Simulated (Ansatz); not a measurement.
# Relative stability

Two relaxed structures of CH2FMg, doublet (PBE0-D4/def2-TZVP; forces vanish, vibrations not checked).

A:

| atom | x (Å) | y (Å) | z (Å) |
| --- | --- | --- | --- |
| C1 | -0.5785 | 0.5736 | -0.4160 |
| Mg2 | 0.7089 | -0.7016 | 0.5098 |
| F3 | 1.8197 | -1.8037 | 1.3085 |
| H4 | -1.2088 | 0.3169 | -1.2690 |
| H5 | -0.7413 | 1.6149 | -0.1332 |

B:

```
atom    x (Å)    y (Å)    z (Å)
  C1  -0.3612   0.5125  -0.1125
 Mg2   1.2645   0.0084   0.9981
  F3   1.4921  -2.1822   0.9617
  H4   2.2414  -2.4034   1.4713
  H5  -1.0326   1.2742  -0.5223
```

Computed with Ansatz 0.2.0 (basis: def2-TZVPP); correlated methods freeze the cores; orbitals are unrestricted. The outer core shell of Li, Na, Mg and K is correlated. The def2 sets are not built for correlating such inner shells, so the correlated values are less sure here. B3LYP uses VWN-RPA correlation.

Q: Which structure is lower at CCSD(T), and by how much? (Judge from chemistry; the value comes from the calculation.)

A: Computed: A, by 4.189 eV (electronic energy, against the other). By their contacts, A is CH₂FMg ([CH2][Mg][F]) and B is CH₂FMg ([CH][Mg][FH]).

All methods give the same order:

```
   method  E(B) − E(A) (eV)
   PBE-D4             4.135
r2SCAN-D4             4.165
  PBE0-D4             4.121
 B3LYP-D4             4.261
  wB97M-V             4.379
       HF             3.293
      MP2             4.316
     CCSD             4.148
  CCSD(T)             4.189
```

No T1 diagnostic of these runs exceeds 0.016. ⟨S²⟩ of the unrestricted Hartree–Fock references: 0.76 to 1.74 (a pure state has 0.75). The unrestricted reference is spin-contaminated, which hurts MP2 most.

Labels in which every atom is bracketed show which atoms are joined, not bond orders.

For scale, one of the runs: CCSD(T)/def2-TZVPP, 122 basis functions, launched by `ansatz run in.yaml --threads 2 --pin off --events-out ev --progress --plain --max-ram 4352MiB`. Time: 21 s of wall clock on 2 CPU threads of an Intel Xeon 6975P-C; the host was shared. Peak host memory: 1.5 GiB.
